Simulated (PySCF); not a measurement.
Can point charges reproduce the dipole moment of P3H3 (cyclo-(PH)3)?

Coordinates (PBE0-D3(BJ)/def2-SVP, Å) and charges (e) from the PBE0/pcSseg-1 density (PySCF):

```tsv
atom	x	y	z	Mulliken	IAO	Hirshfeld	ESP-fitted
P1	1.104	-0.467	0.549	-0.0842	+0.0030	+0.0115	-0.1322
P2	-0.143	1.312	0.003	-0.0840	+0.0030	+0.0114	-0.1328
P3	-0.466	-0.637	-1.012	-0.0919	+0.0059	+0.0142	-0.1594
H4	0.249	-0.959	1.583	+0.0836	-0.0049	-0.0122	+0.1317
H5	-1.190	1.081	0.948	+0.0836	-0.0050	-0.0123	+0.1329
H6	0.445	-0.330	-2.070	+0.0930	-0.0021	-0.0123	+0.1597
```

Task: Compute μ = Σ q r for each scheme (1 e·Å = 4.803 D) and compare with the dipole of the full density.

Result: The full density gives (-0.55, -0.24, 0.48) D, 0.77 D in size; dipole vectors point from the negative to the positive end.

| scheme | μx | μy | μz | size (D) | share of the full size (%) | angle to the full dipole (°) |
| --- | --- | --- | --- | --- | --- | --- |
| Mulliken | -0.36 | -0.16 | 0.32 | 0.51 | 65 | 0 |
| IAO | 0.02 | -0.01 | -0.06 | 0.06 | 8 | 141 |
| Hirshfeld | 0.05 | 0.01 | -0.07 | 0.08 | 11 | 167 |
| ESP-fitted | -0.51 | -0.22 | 0.44 | 0.71 | 92 | 0 |

Task: Which set comes closest?

Result: Length of the difference vector: ESP-fitted 0.06 D, Mulliken 0.27 D, IAO 0.82 D, Hirshfeld 0.86 D. Closest: ESP-fitted. ESP charges are fitted to the potential around the molecule, whose slowest-falling term is the dipole's. 

Task: What is left for the Hirshfeld atoms' own dipoles?

Result: The Hirshfeld atoms' densities add up to the full density, so μ = Σ q r + Σ (atomic dipoles). The atomic dipoles sum to (-0.55, -0.24, 0.48) − (0.05, 0.01, -0.07) = (-0.60, -0.25, 0.55) D, 0.86 D in size.

Task: With the origin at the mean of the coordinates, (0.000, 0.000, 0.000) Å, which are the largest single terms, by size, of the Hirshfeld dipole along the direction of the full one?

Result: H6 +0.09, H5 -0.07, H4 -0.07, P2 -0.02, P1 -0.02 D; all 6 atoms together -0.08 D. The single terms depend on the origin, their sum doesn't.

Task: Give the size of the full dipole in other units.

Result: 0.77 D = 0.305 au = 0.161 e·Å = 2.58 × 10⁻³⁰ C·m.

Isolated species at its PBE0-D3(BJ)/def2-SVP geometry (one conformer only).
